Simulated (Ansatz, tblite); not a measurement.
# H2Al(BH4) (AlBH6): a ladder of methods and basis sets

How do method and basis change the picture of H2Al(BH4) (AlBH6) (singlet)?

Computed with Ansatz 0.2.0, Gaussian basis. Level: as each input shows.

The runs, in order: GFN1-xTB, GFN2-xTB, PBE-D4/def2-TZVP, r2SCAN-D4/def2-TZVP, B2PLYP/def2-TZVP, HF/def2-TZVP, HSE06-D4/def2-TZVP, B97M-V/def2-TZVP, BLYP-D4/def2-TZVP, LDA/def2-TZVP, BHLYP-D4/def2-TZVP, PBE-D4/def2-SVP, PBE0-D4/def2-SVP, PBE0-D4/def2-TZVPD, PBE-D4/def2-TZVPD, r2SCAN-D4/def2-TZVPD, CCSD(T)/def2-TZVPP, MP2/def2-TZVP, RPA/def2-TZVP, CCSD(T)/def2-TZVPD.

## (1) The relaxed structure

The geometry is that of the singlet, from an earlier relaxation (PBE0-D4/def2-TZVP).

8 atoms, charge 0, spin multiplicity 1.

Bond lengths: Al1–B3 2.164 Å, Al1–H5 1.575 Å, Al1–H6 1.574 Å, H2–B3 1.281 Å, B3–H4 1.281 Å, B3–H7 1.195 Å, B3–H8 1.195 Å. Angles: B3–Al1–H5 116.8°, B3–Al1–H6 116.2°, H5–Al1–H6 127.0°, Al1–B3–H2 54.2°, Al1–B3–H4 54.2°, Al1–B3–H7 119.1°, Al1–B3–H8 120.6°, H2–B3–H4 108.3°, H2–B3–H7 107.0°, H2–B3–H8 106.8°, H4–B3–H7 107.0°, H4–B3–H8 106.8°, H7–B3–H8 120.4°.

PBE0-D4/def2-TZVP was run before; its log isn't repeated, and its numbers join the tables.

## (2) GFN1-xTB

Tight binding, by tblite at 300 K electronic temperature and without a spin-polarisation term:

```python
tblite.interface.Calculator('GFN1-xTB', numbers, positions, charge=0, uhf=0).singlepoint()
```

Energy -159.7292 eV, HOMO -12.25 eV, LUMO -5.59 eV; 0.003 s.

## (3) GFN2-xTB

Tight binding, by tblite at 300 K electronic temperature and without a spin-polarisation term:

```python
tblite.interface.Calculator('GFN2-xTB', numbers, positions, charge=0, uhf=0).singlepoint()
```

Energy -145.8204 eV, HOMO -11.28 eV, LUMO -6.18 eV; 0.002 s.

## (4) PBE-D4/def2-TZVP

start.molden holds the orbitals of an earlier run on this state, given as this run's starting guess.

The input, in.yaml:

```yaml
crystal:
  periodic: [false, false, false]
  atoms:
    - {symbol: Al, position_ang: [-0.886619, -0.522829, -0.485129]}
    - {symbol: H, position_ang: [0.076709, 0.943299, -0.508629]}
    - {symbol: B, position_ang: [0.799247, 0.471615, 0.437651]}
    - {symbol: H, position_ang: [0.368735, -0.698845, 0.728151]}
    - {symbol: H, position_ang: [-0.581308, -1.417153, -1.744694]}
    - {symbol: H, position_ang: [-2.291401, -0.272045, 0.180199]}
    - {symbol: H, position_ang: [0.613345, 1.160705, 1.396297]}
    - {symbol: H, position_ang: [1.901283, 0.335254, -0.003855]}
basis:
  gaussian: {orbitals: def2-TZVP, initial_orbitals: start.molden}
hamiltonian: {xc: pbe, dispersion: d4}
scf: {omitted_lower_state_checks: [starts]}
output: {orbitals: {seedname: orbitals}}
```

The run is started by

```
ansatz run in.yaml --threads 4 --pin off --events-out ev --progress --plain --max-ram 3916MiB
```

The runs that follow: r2SCAN-D4/def2-TZVP; B2PLYP/def2-TZVP; HF/def2-TZVP; HSE06-D4/def2-TZVP; B97M-V/def2-TZVP; BLYP-D4/def2-TZVP; LDA/def2-TZVP; BHLYP-D4/def2-TZVP; PBE-D4/def2-SVP; PBE0-D4/def2-SVP; PBE0-D4/def2-TZVPD; PBE-D4/def2-TZVPD; r2SCAN-D4/def2-TZVPD; CCSD(T)/def2-TZVPP; MP2/def2-TZVP; RPA/def2-TZVP; CCSD(T)/def2-TZVPD.

Q: Predict the results of all the runs planned. Wanted: gap in def2-TZVP, named functionals and Hartree-Fock, smallest and largest; correlation energy, CCSD(T)/def2-TZVPP; correlation energy, MP2/def2-TZVP; correlation energy, CCSD(T)/def2-TZVPD; binding an atom, CCSD(T)/def2-TZVPP; PBE0 total energy, smallest basis above largest.

The runs gave:

```
                                                                  quantity                           value
gap in def2-TZVP, named functionals and Hartree-Fock, smallest and largest    5.17 eV (LDA), 13.59 eV (HF)
                                    correlation energy, CCSD(T)/def2-TZVPP                        -7.70 eV
                                         correlation energy, MP2/def2-TZVP                        -5.95 eV
                                    correlation energy, CCSD(T)/def2-TZVPD                        -7.37 eV
                                       binding an atom, CCSD(T)/def2-TZVPP                        2.872 eV
                           PBE0 total energy, smallest basis above largest  3.16 eV (def2-SVP, def2-TZVPD)
```

What this shows: Orbital gaps of the named functionals and Hartree-Fock in def2-TZVP span 5.17 eV (LDA) to 13.59 eV (HF); exact exchange widens it. The functionals in def2-TZVP miss CCSD(T)/def2-TZVPP by +0.012 (PBE-D4) to +0.318 eV (LDA) an atom. CCSD(T)/def2-TZVPP isn't at the basis-set limit; small misses against it rank nothing.
